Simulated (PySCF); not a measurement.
**Identify the compound**

An unknown has the formula C3H5NO. Its calculated NMR data are:

1H NMR (600 MHz, computed): δ 4.21 (s, 3H), 1.98 (s, 2H).

13C{1H} NMR (computed): δ 180.6 (C), 58.0 (CH3), 30.5 (CH2).

Computed data (PySCF 2.14): GFN2-xTB geometry, σ from GIAO-PBE0/pcSseg-1. No solvent model, averaged over atoms made equivalent by symmetry, fast rotation or ring inversion, one conformer, non-relativistic.

Scale: 1H (σref 31.72) and 13C (σref 186.93) against TMS (reference shieldings calculated alike).

Which of these isomers gave the spectra?
A. C=CNC=O
B. C=NC(C)=O
C. C/N=C/C=O
D. COC1=NC1

## Answers

D. 

- The formula gives 2 degrees of unsaturation (1 ring in the answer).
- 3 carbon signals for 3 carbons: no two carbons are equivalent.
- Carbon types of the structure: 1 × C, 1 × CH2, 1 × CH3, which accounts for all hydrogens.
- δC 180.6: C=N carbon.
- δC 58.0: methyl carbon bonded to O; the inductive effect lowers its shielding.
- δC 30.5: three-membered-ring carbon; deshielded by the electronegative neighbour.
- δH 4.21: hydrogen on a methyl carbon bonded to O; its carbon carries O, an electronegative neighbour.
- δH 1.98: hydrogen on a three-membered-ring carbon.

The others: C/N=C/C=O would give 3 signals for carbon-bound and other non-exchanging H, not 2; C=CNC=O would give 4 signals for carbon-bound and other non-exchanging H, not 2; C=NC(C)=O would give 3 signals for carbon-bound and other non-exchanging H, not 2.

Shifts are as computed. Against solution values, carbons near 30 ppm lie about +3 ppm off and those near 130 ppm about +5 ppm. Of 1211 compounds with measured shifts, 218 miss one by over three times the rms of a fit or turn the order of signals round; such compounds aren't used in these exercises. Multiplicities follow the n + 1 count of equivalent neighbours, as no J values were calculated; m marks all less simple cases, F and P coupling included.
